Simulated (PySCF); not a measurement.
Fill in the blanks.

Compound: 2-butynal, C₄H₄O.
SMILES: `CC#CC=O`

```tsv
property	level	value
rotational constants A, B, C of the GFN2-xTB geometry	GFN2-xTB	42.833, 2.151, 2.075 GHz
dipole moment	PBE0/def2-SVPD	4.16 D
HOMO energy	PBE0/def2-SVPD	?
LUMO energy	PBE0/def2-SVPD	-1.85 eV
lowest singlet excitation	TDDFT PBE0/def2-SVPD	?
strongest line among the 8 lowest singlet transitions	TDDFT PBE0/def2-SVPD	?
lowest triplet excitation (Tamm–Dancoff)	TDA PBE0/def2-SVPD	3.20 eV
static isotropic polarisability	PBE0/def2-SVPD	?
electronic spatial extent ⟨r²⟩ about the centre of nuclear charge	PBE0/def2-SVPD	563 bohr²
13C chemical shifts (computed TMS as zero) by class	GIAO PBE0/pcSseg-1	180.9 (1 C), 102.9 (1 C), 85.9 (1 C), 5.3 (1 C) ppm
1H chemical shifts (computed TMS as zero) by class	GIAO PBE0/pcSseg-1	?
isotropic shieldings of nuclei other than C and H, by class	GIAO PBE0/pcSseg-1	-404 (1 O) ppm
largest of the computed one-bond spin–spin couplings (means over like bonds)	B3LYP/pcJ-1	?
```

The electronic properties come from PySCF, for the isolated species, density fitting.

(1) The lowest singlet excitation?

(2) The static isotropic polarisability?

(3) The HOMO energy?

(4) The 1H chemical shifts (computed TMS as zero) by class?

(5) What are the largest of the computed one-bond spin–spin couplings (means over like bonds)?

(6) Give the strongest line among the 8 lowest singlet transitions.

Answers

(1) 3.82 eV (324 nm, f = 0.000).

(2) 52.8 au.

(3) -7.87 eV.

(4) 9.48 (1 H), 2.27 (3 H) ppm.

(5) 13C–13C +200.8, 13C–1H +186.3, 13C–1H +138.7 (×3), 13C–13C +100.3, 13C–13C +71.9, 17O–13C +29.4 Hz.

(6) S3 at 5.69 eV (218 nm, f = 0.188).

The principal polarisabilities are 34.0, 41.4 and 83.1 au; their mean is the isotropic value. The rotational constants make it an asymmetric top with κ = (2B − A − C)/(A − C) = -1.00, nearer the prolate limit (−1). The polarisability is 7.83 Å³ as a volume (1 au = 0.148185 Å³), or 1.47 au for each of the 36 electrons. No computed singlet falls in the visible range (750 to 380 nm, 1.65 to 3.26 eV); S1 lies 0.56 eV above its blue end. The vertical singlet–triplet gap S1 − T1 is 0.62 eV (TDDFT singlet less Tamm–Dancoff triplet; S1: HOMO→LUMO, weight 0.98; T1: HOMO→LUMO, weight 0.97). The dipole matches unit charges of opposite sign 0.87 Å apart (1 e·Å = 4.8032 D).
